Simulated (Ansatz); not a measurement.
[BClH3]- (BH3Cl⁻), relaxed as a singlet with RKS PBE0-D4/def2-TZVPD in Ansatz, starting from the GFN2-xTB geometry. Force threshold 0.02 eV/Å.

Start:

Cartesian coordinates in Å:
```
B -0.164 0.006 -0.029
Cl 1.681 -0.059 0.295
H -0.699 0.148 1.044
H -0.462 -1.042 -0.550
H -0.355 0.947 -0.760
```

(1) Estimate the energy that the relaxation releases and the steps that it takes.

(2) Does the start keep its bonding and symmetry?

(3) Predict the relaxed structure.

## Answers

(1) 4.9 kJ/mol, in 4 steps; 2.2 s on 4 threads of Arm Neoverse V1 on a shared host. No frequencies were taken in this run, so the end may be a saddle point.

(2) By distances, no bond broke or formed. The bond that changes most is B1–Cl2, from 1.87 to 1.96 Å (atoms count from 1). Point group C3v at the start, C3v at the end, both within 0.05 Å.

(3) 
Cartesian coordinates in Å:
```
B -0.176 0.006 -0.031
Cl 1.752 -0.061 0.307
H -0.722 0.150 1.052
H -0.481 -1.052 -0.558
H -0.373 0.957 -0.771
```
Bond lengths: 1 × B–Cl 1.96 Å; 3 × B–H 1.22 Å.
